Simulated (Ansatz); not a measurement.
# CHF2 radical: up Jacob's ladder to CCSD(T)

An exercise on one series of results from a longer session: the logs are not shown, and one member is left open.

Method: functionals in def2-TZVPP, the program's frozen cores in correlated methods; program: Ansatz 0.2.0, Gaussian basis.

The runs, in order: LDA (SPW92), PBE-D4, revPBE-D4, BLYP-D4, r2SCAN-D4, B97M-V, PBE0-D4, B3LYP-D4, r2SCANh-D4, r2SCAN0-D4, HSE06-D4, BHLYP-D4, CAM-B3LYP-D4, LC-ωPBE, ωB97X-V, ωB97M-V, B2PLYP, PBE-QIDH; CCSD(T)/def2-SVP; CCSD(T)/def2-TZVPP; CCSD(T)/def2-QZVPP; extrapolation to the limit; RPA on PBE.

**The relaxed structure**

All runs share one geometry, relaxed beforehand with PBE0-D4 in a triple-zeta def2 set.

SMILES `F[CH]F`, 4 atoms, charge 0, spin multiplicity 2.

Atoms are counted from 1 here; the program's logs count them from 0.

Bond lengths: F1–C2 1.321 Å, C2–F3 1.321 Å, C2–H4 1.090 Å. Angles: F1–C2–F3 111.3°, F1–C2–H4 114.2°, F3–C2–H4 114.2°.

The first run:

Input file in.yaml:

```yaml
crystal:
  periodic: [false, false, false]
  atoms:
    - {symbol: F, position_ang: [-1.208179, 0.264628, -0.141740]}
    - {symbol: C, position_ang: [0.038600, 0.063418, 0.244449]}
    - {symbol: F, position_ang: [0.433137, -1.166761, -0.029587]}
    - {symbol: H, position_ang: [0.736452, 0.838715, -0.073122]}
basis:
  gaussian: {orbitals: def2-TZVPP}
magnetization: {spin_polarized: true, initial_magnetization: 1}
hamiltonian: {xc: lda}
output: {orbitals: {seedname: orbitals}}
```

On the command line:

```sh
> ansatz run in.yaml --threads 2 --pin off --events-out ev --progress --plain --max-ram 32768MiB --backend cpu
```

Steps of the session up to this table: LDA; PBE-D4 (GGA); revPBE-D4 (GGA); BLYP-D4 (GGA); r2SCAN-D4 (meta-GGA); B97M-V (meta-GGA); B3LYP-D4 (hybrid); r2SCANh-D4 (hybrid); r2SCAN0-D4 (hybrid); HSE06-D4 (hybrid); BHLYP-D4 (hybrid); CAM-B3LYP-D4 (range-separated); LC-ωPBE (range-separated); ωB97X-V (range-separated); ωB97M-V (range-separated); B2PLYP (double hybrid); PBE-QIDH (double hybrid).

One of the session's tables, all rows but one given; the rest of the session is left out.

It belongs to the step «Orbital energies across the functionals». 

| functional | HOMO (eV) | LUMO (eV) | gap (eV) |
| --- | --- | --- | --- |
| LDA (SPW92) | -5.09 | -3.39 | 1.69 |
| PBE-D4 | -5.10 | -2.81 | 2.29 |
| revPBE-D4 | -5.05 | -2.65 | 2.40 |
| BLYP-D4 | -5.01 | -2.92 | 2.09 |
| r2SCAN-D4 | -5.64 | -2.04 | 3.60 |
| B97M-V | -5.41 | -2.60 | 2.81 |
| PBE0-D4 | -6.88 | -1.51 | 5.36 |
| B3LYP-D4 | -6.58 | -2.10 | 4.48 |
| r2SCANh-D4 | -6.30 | -1.61 | 4.69 |
| r2SCAN0-D4 | -7.29 | -0.97 | 6.32 |
| HSE06-D4 | -6.46 | -1.91 | 4.55 |
| BHLYP-D4 | -8.58 | -0.48 | 8.10 |
| CAM-B3LYP-D4 | -8.38 | -0.58 | 7.80 |
| LC-ωPBE | -9.81 | 1.09 | 10.91 |
| ωB97X-V | -9.26 | 0.56 | 9.83 |
| ωB97M-V | ? | ? | ? |

Q: Estimate the row for ωB97M-V from the others.

**Answer.** HOMO (eV): -9.00; LUMO (eV): 0.39; gap (eV): 9.40. In the column «HOMO (eV)» it lies between ωB97X-V (-9.26) and BHLYP-D4 (-8.58).
